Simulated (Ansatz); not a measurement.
`N=C=CO`. The species carries charge 0 and has multiplicity 1. Geometry: relaxed with PBE0-D4/def2-TZVP. It is one conformer, not always the lowest.

```xyz
7

N    -0.611    1.005    1.378
C    -0.326    0.187    0.507
C     0.118   -0.740   -0.305
O     1.036   -0.562   -1.309
H    -1.427    1.580    1.158
H    -0.280   -1.744   -0.250
H     1.491    0.275   -1.180
```

Problem. What is the dipole moment at ωB97M-V/def2-TZVPP? (Best estimate.)

Solution. Computed: 1.28 D, with components (-0.71, 0.92, -0.54) D in this frame, pointing from negative to positive charge.

Problem. And with PBE, r2SCAN, B3LYP? (An estimate is asked.)

Solution. Computed: PBE 1.23 D, r2SCAN 1.25 D, B3LYP 1.25 D.

Problem. Give the Mulliken charges with ωB97M-V, PBE, B3LYP in def2-TZVPP. (Estimate.)

Solution. The calculation gave: 
```tsv
atom	ωB97M-V	PBE	B3LYP
N1	-0.21	-0.17	-0.20
C2	0.03	-0.07	-0.01
C3	0.02	0.01	0.01
O4	-0.29	-0.27	-0.30
H5	0.16	0.19	0.18
H6	0.11	0.11	0.12
H7	0.18	0.20	0.20
```

B3LYP here is the variant with VWN-RPA as its local correlation; programs differ in this.
